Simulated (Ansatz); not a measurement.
# PF2+ (singlet): wave-function methods side by side, cc-pVDZ

The task here is to estimate one member of a computed series from the others.

Program: Ansatz 0.2.0, Gaussian basis. Level of theory: cc-pVDZ, core rule «outside noble gas», up to 7 orbitals frozen. These are calculated values, not measurements.

To be run: UHF; CCSD(T) on RHF; BCCD(T) on RHF; CISD; CCSDT(Q) on RHF; CASSCF and MRCISD+Q, 14 electrons in 10 orbitals; CASSCF and MRCISD+Q(relaxed), 14 electrons in 10 orbitals; CASSCF and NEVPT2, 14 electrons in 10 orbitals.

20 further runs of the same task are left out: 11 that didn't finish, 9 set aside as unsound or not needed.

**What is computed**

The geometry is a PBE0/def2-TZVP stationary point (not a proven minimum) of the parent state, kept for this charge and spin.

3 atoms, charge 1, spin multiplicity 1.

Atoms are counted from 1 here; the program's logs count them from 0.

Bond lengths: F1–P2 1.584 Å, P2–F3 1.584 Å. Angles: F1–P2–F3 98.7°.

Set-up of the first run:

Input file in.yaml:

```yaml
crystal:
  periodic: [false, false, false]
  atoms:
    - {symbol: F, position_ang: [0.000000, -0.463276, 1.202212]}
    - {symbol: P, position_ang: [0.000000, 0.568321, 0.000000]}
    - {symbol: F, position_ang: [0.000000, -0.463276, -1.202212]}
basis:
  gaussian: {orbitals: cc-pVDZ}
total_charge: 1
magnetization: {spin_polarized: true, initial_magnetization: 0}
hamiltonian: {xc: hf}
output: {orbitals: {seedname: orbitals}}
```

The run is started by

```sh
> ansatz run in.yaml --threads 1 --pin off --events-out ev --progress --plain --max-ram 2393MiB
```

Steps of the session up to this table: UHF; CCSD(T) on RHF; BCCD(T) on RHF; CISD; CCSDT(Q) on RHF; CASSCF and MRCISD+Q, 14 electrons in 10 orbitals; CASSCF and MRCISD+Q(relaxed), 14 electrons in 10 orbitals; CASSCF and NEVPT2, 14 electrons in 10 orbitals.

One of the session's tables, all rows but one given; the rest of the session is left out.

```
                   method  from RCCSDT(Q) (kcal/mol)
                      RHF                    +320.07
                     RMP2                     +16.06
                     CISD                     +40.19
                    RCCSD                     +10.00
                 RCCSD(T)                      +1.55
                  BCCD(T)                      +1.18
                   RCCSDT                      +1.03
                RCCSDT(Q)                          0
           CASSCF valence                    +255.44
           NEVPT2 valence                     +31.38
           MRCISD valence                          ?
         MRCISD+Q valence                      +4.66
MRCISD+Q(relaxed) valence                      +2.68
```

**Question.** Estimate the row for MRCISD valence.

**Answer.** from RCCSDT(Q) (kcal/mol): +24.00. In the column «from RCCSDT(Q) (kcal/mol)» it lies between RMP2 (+16.06) and NEVPT2 valence (+31.38).
